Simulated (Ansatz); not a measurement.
Results of PBE-D4 in Ansatz (PAW) for Ga2O3 (C2/m, No. 12).

Numerical settings: plane-wave cutoff 500 eV, 14×14×8 k mesh (along the axes of the cell as run), gaussian smearing 0.02 eV, scalar-relativistic PAW data made under PBE.

Computed at the level's own relaxed cell.

Question: What does this level give for the equilibrium volume per atom and band gap?

Answer: 
equilibrium volume per atom: 10.67 Å³/atom
band gap: 2.23 eV (on the SCF k mesh)

Measured, for comparison: band gap 4.85 ± 0.1 eV (room temperature, not corrected to a static lattice, ARPES, indirect, as cited; as tabulated in Mengle et al. (2016), arXiv:1902.02681).

Note: the relaxation could not lower the start's symmetry, so the cell can be a saddle point above a distorted one.

Spin–orbit coupling is not included.

The computed numbers hold no vibrational or temperature effects.

It cost roughly 14 core-minutes of CPU time.

Ansatz is a program for electronic structure.
